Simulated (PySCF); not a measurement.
Rock-salt MgS, treated with PBE0 in PySCF (GTH pseudopotentials, Gaussian basis).

The cell has the measured lattice: a = b = c = 5.203 Å, α = β = γ = 90.00°.

Q: What does this level give for the band gap and smallest direct gap on the k points sampled?

A: 
* **band gap**: 4.58 eV ± 0.03
* **smallest direct gap on the k points sampled**: 5.60 eV ± 0.05

Note: cell and atoms aren't relaxed at this level.

A ± is a rough bar: the spread of an extrapolation, a floor set from checks against published values, or a statistical error.

Static lattice: no zero-point or thermal effects.

It cost around 70 core-minutes (rough) of CPU time.
